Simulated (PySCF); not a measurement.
**diethyl ketone: full NMR table**

* Formula: C5H10O
* SMILES: CCC(=O)CC
* Degrees of unsaturation: 1
* Carbon signals: 3
* Proton signals: 2

Numbering as in the mapped SMILES `[CH3:1][CH2:2][C:3](=[O:4])[CH2:5][CH3:6]`; H(Xn) means a hydrogen on atom n.

All values are calculated (PySCF): coordinates at the PBE0-D3(BJ)/def2-TZVP level, GIAO B97-2/pcSseg-2 shieldings. In vacuum, one computed conformer, rapidly exchanging positions averaged, relativity neglected.

Chemical shifts δ = σref − σ; $^{1}$H (σref 31.64) and $^{13}$C (σref 185.38) vs TMS; H2O for $^{17}$O (σref 327.66), all at this level.

| carbon | δC, type | δH (multiplicity) | HMBC from (2–3 bonds) | span of the C tensor (ppm) |
| --- | --- | --- | --- | --- |
| C1/C6 | 9.6, CH3 | 1.00 (t) | H(C2)/H(C5) | 11 |
| C2/C5 | 39.1, CH2 | 2.43 (q) | H(C2)/H(C5), H(C1)/H(C6) | 54 |
| C3 | 218.4, C | – | H(C2)/H(C5), H(C1)/H(C6) | 211 |

Other nuclei:
```json
{"atoms": "O4", "nucleus": "$^{17}$O", "environment": "ketone oxygen", "δ (ppm)": "623.0", "σ (ppm)": "-295.3"}
```

Carbon types of the structure: 1 × C, 2 × CH2, 2 × CH3, which accounts for all hydrogens. δC 218.4: ketone carbonyl carbon; the double bond to the heteroatom, with no lone-pair donor beside it, deshields it most. δC 39.1: sp3 CH2 α to a carbonyl; α to the electron-withdrawing carbonyl group. δC 9.6: methyl carbon; a saturated carbon with 1 carbon neighbour and no heteroatom attached. δH 2.43: hydrogen on an sp3 CH2 α to a carbonyl; α to C=O. δH 1.00: hydrogen on a methyl carbon.

Shifts are as computed. Against solution values, carbons near 30 ppm lie about +3 ppm off and those near 130 ppm about +7 ppm. Of 1211 compounds with measured shifts, 218 miss one by over three times the rms of a fit or turn the order of signals round; such compounds aren't used in these exercises. Unscaled 17O shifts of doubly bonded oxygen tend to come out too high, by tens of ppm or more. Experimental scales use liquid or dissolved standards, which lie at an offset from isolated H2O (liquid H2O: subtract about 36 ppm). Multiplicities follow the n + 1 count of equivalent neighbours, as no J values were calculated; m marks all less simple cases, F and P coupling included.
